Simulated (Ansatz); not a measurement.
Geometry optimisation, Ansatz 0.2.0, RKS B3LYP/def2-SVP.

The input (input.yaml):

```yaml
crystal:
  periodic: [false, false, false]
  atoms:
    - { symbol: O, position_ang: [-0.83765, 1.12726, -0.55485] }
    - { symbol: C, position_ang: [-0.15634, 0.20496, 0.17037] }
    - { symbol: O, position_ang: [1.20869, 0.32582, -0.11212] }
    - { symbol: O, position_ang: [-0.62362, -1.07087, -0.16315] }
    - { symbol: H, position_ang: [-0.67896, 0.94984, -1.49199] }
    - { symbol: H, position_ang: [-0.35553, 0.42779, 1.23464] }
    - { symbol: H, position_ang: [1.74066, -0.22504, 0.47041] }
    - { symbol: H, position_ang: [-0.29726, -1.73977, 0.4467] }
basis:
  gaussian: { orbitals: def2-SVP }
hamiltonian:
  xc: b3lyp
relax:
  f_tol: 0.015
  max_steps: 40
```

Launched with:

```bash
$ ansatz run input.yaml --threads 1 --pin off --max-ram 2048MiB --backend cpu --events-out ev --progress --plain --runs-dir out
```

**Question.** Where does it end, and by what steps?

**Answer.** The forces met the threshold. After 26 steps the energy has fallen by 0.196 eV; H8 moved furthest, 0.78 Å.

```json
{"step": "0", "energy less start (eV)": "0.0000", "largest force component (eV/Å)": "0.357", "accepted": "yes"}
{"step": "1", "energy less start (eV)": "-0.0080", "largest force component (eV/Å)": "0.177", "accepted": "yes"}
{"step": "2", "energy less start (eV)": "-0.0108", "largest force component (eV/Å)": "0.025", "accepted": "yes"}
{"step": "3", "energy less start (eV)": "-0.0110", "largest force component (eV/Å)": "0.016", "accepted": "yes"}
{"step": "4", "energy less start (eV)": "-0.0112", "largest force component (eV/Å)": "0.106", "accepted": "yes"}
{"step": "5", "energy less start (eV)": "-0.0126", "largest force component (eV/Å)": "0.135", "accepted": "yes"}
{"step": "6", "energy less start (eV)": "-0.0126", "largest force component (eV/Å)": "0.172", "accepted": "yes"}
{"step": "7", "energy less start (eV)": "-0.0166", "largest force component (eV/Å)": "0.207", "accepted": "yes"}
{"step": "8", "energy less start (eV)": "-0.0187", "largest force component (eV/Å)": "0.369", "accepted": "yes"}
{"step": "9", "energy less start (eV)": "-0.0199", "largest force component (eV/Å)": "0.630", "accepted": "yes"}
{"step": "10", "energy less start (eV)": "-0.0206", "largest force component (eV/Å)": "0.703", "accepted": "yes"}
{"step": "11", "energy less start (eV)": "-0.0248", "largest force component (eV/Å)": "0.915", "accepted": "yes"}
{"step": "12", "energy less start (eV)": "-0.0253", "largest force component (eV/Å)": "0.974", "accepted": "yes"}
{"step": "13", "energy less start (eV)": "-0.0286", "largest force component (eV/Å)": "0.994", "accepted": "yes"}
{"step": "14", "energy less start (eV)": "0.1446", "largest force component (eV/Å)": "2.499", "accepted": "no"}
{"step": "15", "energy less start (eV)": "-0.0623", "largest force component (eV/Å)": "0.171", "accepted": "yes"}
{"step": "16", "energy less start (eV)": "-0.0852", "largest force component (eV/Å)": "0.580", "accepted": "yes"}
{"step": "17", "energy less start (eV)": "-0.1251", "largest force component (eV/Å)": "0.464", "accepted": "yes"}
{"step": "18", "energy less start (eV)": "-0.1654", "largest force component (eV/Å)": "0.322", "accepted": "yes"}
{"step": "19", "energy less start (eV)": "-0.1741", "largest force component (eV/Å)": "0.456", "accepted": "yes"}
{"step": "20", "energy less start (eV)": "-0.0935", "largest force component (eV/Å)": "0.650", "accepted": "no"}
{"step": "21", "energy less start (eV)": "-0.1922", "largest force component (eV/Å)": "0.231", "accepted": "yes"}
{"step": "22", "energy less start (eV)": "-0.1931", "largest force component (eV/Å)": "0.248", "accepted": "yes"}
{"step": "23", "energy less start (eV)": "-0.1945", "largest force component (eV/Å)": "0.072", "accepted": "yes"}
{"step": "24", "energy less start (eV)": "-0.1958", "largest force component (eV/Å)": "0.046", "accepted": "yes"}
{"step": "25", "energy less start (eV)": "-0.1959", "largest force component (eV/Å)": "0.017", "accepted": "yes"}
{"step": "26", "energy less start (eV)": "-0.1959", "largest force component (eV/Å)": "0.008", "accepted": "yes"}
```

```xyz
8
Properties=species:S:1:pos:R:3
O -0.938 0.913 -0.496
C -0.050 0.176 0.260
O 1.247 0.552 -0.054
O -0.130 -1.205 0.016
H -0.616 0.875 -1.411
H -0.309 0.400 1.317
H 1.816 -0.211 0.115
H -1.019 -1.501 0.254
```

The run took 60 s on 1 thread of Arm Neoverse V1 (shared host), peak memory 0.14 GiB.
